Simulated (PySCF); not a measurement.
CH2, SMILES [CH2] (connectivity only; charge and spin as stated), neutral, multiplicity 1. Geometry: B3LYP-D3(BJ)/def2-TZVPD. The isomer is the one that the SMILES or the coordinates give; other isomers of the formula were not compared.

PySCF with TDA-PBE0/def2-TZVPD puts the lowest singlet excitations at 1.67, 5.47, 6.47, 8.52, 9.60, 10.01 eV and the lowest triplet (TDA) at 4.32 eV.

Problem. What are the lowest singlet roots from EOM-CCSD/aug-cc-pVDZ (PySCF 2.14.0)? (The exact figures need the calculation; the answer reports its results.)

Solution. 1.74, 5.71, 6.05, 6.62, 7.89, 8.52 eV; triplets -0.03, 4.79, 6.40 eV. S1 differs by 0.07 eV (second minus first; roots are paired by order, and the bases may differ).
